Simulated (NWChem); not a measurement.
A series in which one site is exchanged, each optimised at PBE0/def2-SVP with NWChem, gas phase unless a solvent is named. This build's default masses of Se (78.918 u) and Br (79.917 u) are each other's, which moves their modes by up to 0.6 %.

A: ClC(Cl)(Cl)Cl (CCl₄; site = Cl)
B: ClC(Cl)Cl (CHCl$_{3}$; site = H)
C: FC(Cl)(Cl)Cl (CCl3F; site = F)
D: ClC(Cl)(Cl)Br (CBrCl3; site = Br)

Rank them by lowest singlet excitation, CAM-B3LYP/def2-SVPD, TDA (eV), lowest first.

D (5.28), A (6.34), C (6.50), B (6.64)
